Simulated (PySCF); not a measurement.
C6H7 (charge +1).
Atom-mapped SMILES: `[CH:1]1=[CH:2][CH+:3][CH2:4][CH:5]=[CH:6]1` (hydrogens: H7 on C1; H8 on C2; H9 on C3; H10, H11 on C4; H12 on C5; H13 on C6)

Method used: core-valence-separated Tamm–Dancoff BHandHLYP/aug-pcX-1 (pcseg-1 on H) in PySCF, non-relativistic, gas phase, PBE0-D3(BJ)/def2-SVP geometry.

Computed carbon K-edge spectrum, Gaussian lines of 0.5 eV full width, highest printed point 100; it ends one width below the last computed root. BHandHLYP without relativity tends to put these K edges a few eV too low, so spacings mean more than positions.

```tsv
photon energy (eV)	absorption
280.6	1
280.8	13
281.0	54
281.2	100
281.4	79
281.6	26
281.8	4
282.0	0
282.2	1
282.4	1
282.6	2
282.8	5
283.0	23
283.2	58
283.4	60
283.6	25
283.8	4
284.0	0
284.2	0
284.4	0
284.6	0
284.8	0
285.0	0
285.2	0
285.4	0
285.6	2
285.8	6
286.0	7
286.2	4
286.4	1
286.6	2
286.8	7
287.0	18
287.2	34
287.4	43
287.6	28
287.8	15
288.0	24
288.2	35
288.4	34
288.6	24
```

Q: Assign the maxima to core holes.

A: 5 maxima:
- 281.2 eV: C3/C5 (carbon bonded to 2 C and H), 281.27 eV, f = 0.147, sum of 2, 73 % of the height at the exact maximum; C1 (carbon bonded to 2 C and H), 281.17 eV, f = 0.057, 27 % of the height at the exact maximum
- 283.3 eV: C2/C6 (carbon bonded to 2 C and H), 283.31 eV, f = 0.128, sum of 2, 100 % of the height at the exact maximum
- 285.9 eV: C3/C5 (carbon bonded to 2 C and H), 285.95 eV, f = 0.015, sum of 2, 100 % of the height at the exact maximum
- 287.4 eV: C4 (allylic carbon), 287.43 eV, f = 0.044, 51 % of the height at the exact maximum; C2/C6 (carbon bonded to 2 C and H), 287.37 eV, f = 0.036, sum of 2, 42 % of the height at the exact maximum
- 288.3 eV: C3/C5 (carbon bonded to 2 C and H), 288.11 eV, f = 0.042, sum of 2, 40 % of the height at the exact maximum; C1 (carbon bonded to 2 C and H), 288.43 eV, f = 0.024, 28 % of the height at the exact maximum; C2/C6 (carbon bonded to 2 C and H), 288.35 eV, f = 0.018, sum of 2, 24 % of the height at the exact maximum

Further lines of some strength in the range: C4, 287.02 eV, f = 0.022; C2/C6, 288.56 eV, f = 0.013, sum of 2.

Roots within 0.03 eV on the same or equivalent atoms count as one line; shares under 12 % aren't listed.

Vibrational structure and lifetime widths aren't in the curve. The ionisation threshold wasn't computed; near and above it a finite basis only mimics Rydberg series and continuum.
